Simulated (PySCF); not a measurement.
Al2O, optimised at B3LYP/6-31G*:

```xyz
3

Al     1.0420     1.0128    -0.9379
O      0.0000     0.0000     0.0000
Al    -1.0420    -1.0128     0.9379
```

Computed with PySCF (xtb for GFN2) and rigid-rotor harmonic-oscillator thermochemistry at 1 bar. 6-31G* has spherical d functions here. All species are closed-shell singlets. B3LYP is the form with VWN-RPA correlation.

Q: List the harmonic frequencies (cm⁻¹, unscaled) at this level and at the other levels, each on its own geometry.

A: 
- B3LYP/6-31G*: 93, 93, 508, 978
- GFN2-xTB: 174, 174, 502, 965
- HF/6-31G*: 110, 110, 550, 1043
- PBE/def2-SVP: 109, 109, 495, 956
- PBE0/def2-TZVP: 104, 105, 512, 1005
